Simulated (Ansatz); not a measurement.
# H4OSi: the cost of one run

Computed with Ansatz 0.2.0 through its Python package. Level of theory: MP2/cc-pVDZ.

**1. Starting point**

Bond lengths: O1–Si2 1.625 Å, O1–H3 0.952 Å, Si2–H4 1.464 Å, Si2–H5 1.454 Å, Si2–H6 1.464 Å. Angles: O1–Si2–H4 110.3°, O1–Si2–H5 101.6°, O1–Si2–H6 110.3°, H4–Si2–H5 112.8°, H4–Si2–H6 108.8°, H5–Si2–H6 112.9°, Si2–O1–H3 122.3°.

The script holds or builds the structure itself.

**2. Script**

The input, dimer_h4osi.py:

```python
# -*- coding: utf-8 -*-
import logging
import sys

import ansatz

logging.basicConfig(stream=sys.stdout, format="%(levelname)s:%(name)s:%(message)s")
logger = logging.getLogger("run")
logger.setLevel(logging.INFO)

FIRST = [
    ("O", (0.6099, -0.9822, 0.3985)),
    ("Si", (-0.0571, 0.3744, -0.1976)),
    ("H", (0.1066, -1.6224, 0.8918)),
    ("H", (-1.1317, 0.0436, -1.1349)),
    ("H", (1.0841, 1.0, -0.8452)),
    ("H", (-0.6118, 1.1866, 0.8873)),
]
SECOND = [
    ("O", (-5.204, -0.8161, -1.7678)),
    ("Si", (-3.8858, -1.7349, -2.0101)),
    ("H", (-5.4345, -0.0947, -2.3448)),
    ("H", (-3.9605, -2.3984, -3.3129)),
    ("H", (-3.9708, -2.6659, -0.8969)),
    ("H", (-2.6772, -0.9093, -1.9707)),
]

def energy(atoms, ghosts=()):
    molecule = ansatz.Crystal.molecule()
    for symbol, xyz in atoms:
        molecule = molecule.atom(symbol, xyz)
    calc = (
        molecule.calculation()
        .basis(gaussian="cc-pVDZ")
        .correlation("MP2")
    )
    deck = calc.input()
    if ghosts:
        deck = deck.set(ansatz.key.basis.gaussian.ghost_atoms, [{"symbol": s, "position_ang": list(xyz)} for s, xyz in ghosts])
    return ansatz.Session.from_dict(deck).plan().execute().report["free_energy_ev"]


def main():
    both = energy(FIRST + SECOND)
    alone = energy(FIRST) + energy(SECOND)
    ghosted = energy(FIRST, SECOND) + energy(SECOND, FIRST)
    logger.info(f"dimer {both:.6f} eV")
    logger.info(f"interaction, uncorrected   {(both - alone):8.3f} eV")
    logger.info(f"interaction, counterpoise  {(both - ghosted):8.3f} eV")
    logger.info(f"basis-set superposition    {(alone - ghosted):8.3f} eV")


if __name__ == "__main__":
    main()
```

**3. The calls as engine input**

The package turns the script's settings into the engine's input (first run):

```yaml
crystal:
  periodic: [false, false, false]
  atoms:
    - { symbol: O, position_ang: [0.6099, -0.9822, 0.3985] }
    - { symbol: Si, position_ang: [-0.0571, 0.3744, -0.1976] }
    - { symbol: H, position_ang: [0.1066, -1.6224, 0.8918] }
    - { symbol: H, position_ang: [-1.1317, 0.0436, -1.1349] }
    - { symbol: H, position_ang: [1.0841, 1.0, -0.8452] }
    - { symbol: H, position_ang: [-0.6118, 1.1866, 0.8873] }
    - { symbol: O, position_ang: [-5.204, -0.8161, -1.7678] }
    - { symbol: Si, position_ang: [-3.8858, -1.7349, -2.0101] }
    - { symbol: H, position_ang: [-5.4345, -0.0947, -2.3448] }
    - { symbol: H, position_ang: [-3.9605, -2.3984, -3.3129] }
    - { symbol: H, position_ang: [-3.9708, -2.6659, -0.8969] }
    - { symbol: H, position_ang: [-2.6772, -0.9093, -1.9707] }
basis:
  gaussian:
    orbitals: cc-pVDZ
correlation:
  method: mp2
```

**4. Launch**

Started as:

```console
> python dimer_h4osi.py
```

What time and memory should one allow on 1 thread of Arm Neoverse V1, shared host?

About 4.1 s, with a peak of 0.23 GiB.
